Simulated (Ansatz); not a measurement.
Input for Ansatz (an electronic-structure program): R-revPBE/def2-TZVPPD on H2O (SMILES O). Files ending in .json are basis or fitting sets from the Basis Set Exchange.

Ansatz 0.2 input:
```yaml
crystal:
  periodic: [false, false, false]
  atoms:
    - {symbol: O, position_ang: [-0.06699914, 0.00000000, 1.49435474]}
    - {symbol: H, position_ang: [0.81573427, 0.00000000, 1.86586639]}
    - {symbol: H, position_ang: [0.06885510, 0.00000000, 0.53914277]}
basis:
  gaussian:
    orbitals: def2-TZVPPD.json
hamiltonian:
  xc: {name: revPBE}
scf: {lower_state_search: off}
```

The head of its log:

```
Functional definition: revPBE
[...]
these checks for a lower state are left out or cut short: stability, starts, cluster_reference, orbital_swaps, neighbouring_geometries, increment
integrals: 0.01 GiB planned
302 factors; their error is unknown
mean field: 0.11 GiB planned
mean field evaluation 1: about -2074.6678 eV, gradient 5.9e1 eV
mean field evaluation 2: about -2045.4513 eV, gradient 1.3e2 eV
```

Question: What total energy does the run end on?

Answer: -76.4437 hartree.
